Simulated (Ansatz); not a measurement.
# Other spins and charges of B–GaH–Cl, triplet at one geometry

Geometry (PBE0/def2-TZVP stationary point for this spin, not checked as a minimum):

```xyz
4

B     0.0000   -1.3720    1.7116
Ga    0.0000    0.2888    0.5213
Cl    0.0000   -0.2003   -1.5744
H     0.0000    1.7813    0.9570
```

Basis cc-pVDZ; Ansatz 0.2.0. Only valence electrons are correlated (noble-gas cores and the filled d shells of p-block atoms frozen). Prefix R: restricted or restricted open-shell reference; prefix U: unrestricted. No spin–orbit coupling is included, and no scalar relativity.

Gaps are energies of the second state less the first, at fixed atoms, for a selection of the levels run; each method lands on the state that its own search finds for that charge and spin.

Removing an electron, to the doublet: 8.258 eV at UCCSDT(Q).

| level | gap (eV) | error (meV) |
| --- | --- | --- |
| UHF | 8.085 | -173 |
| UMP2 | 8.312 | 54 |
| UCCSD | 8.271 | 13 |
| UCCSD(T) | 8.261 | 3 |
| BCCD(T) | 8.263 | 5 |
| UCCSDT | 8.261 | 3 |
| PBE | 8.418 | 160 |
| r2SCAN | 8.631 | 373 |
| PBE0 | 8.559 | 301 |
| B3LYP | 8.451 | 193 |
| wB97M-V | 8.373 | 115 |
| B2PLYP | 8.334 | 76 |
| RPA-PBE | 8.320 | 62 |

**Question.** PBE gives 3.446 eV for quintet less triplet. Estimate what UCCSDT(Q) gives in cc-pVDZ.

**Answer.** UCCSDT(Q) in cc-pVDZ gives 3.804 eV, so against it PBE is off by -0.358 eV, of which a good part can be the reference's own basis and frozen-core error.

```
   level  gap (eV)  error (meV)
     UHF     3.192         -612
    UMP2     3.711          -93
   UCCSD     3.842           38
UCCSD(T)     3.832           28
 BCCD(T)     3.830           26
  UCCSDT     3.812            8
  r2SCAN     3.416         -388
    PBE0     3.695         -109
   B3LYP     3.906          102
 wB97M-V     4.161          357
  B2PLYP     4.038          234
 RPA-PBE     3.740          -64
```

In so small a basis the reference is far from its limit while semilocal and hybrid functionals are nearer theirs (RPA and double hybrids share part of the reference's basis error), so the functionals' errors here hold much of the reference's basis and frozen-core error, which can add to them or hide them.

Full CI isn't at hand for all of this; UCCSDT(Q) serves as the reference, and is uncertain by the last step of the cluster series or more. The frozen core follows each run's orbitals, which can shift R against U totals by a few meV for light atoms and by up to 0.1 eV past Ca.
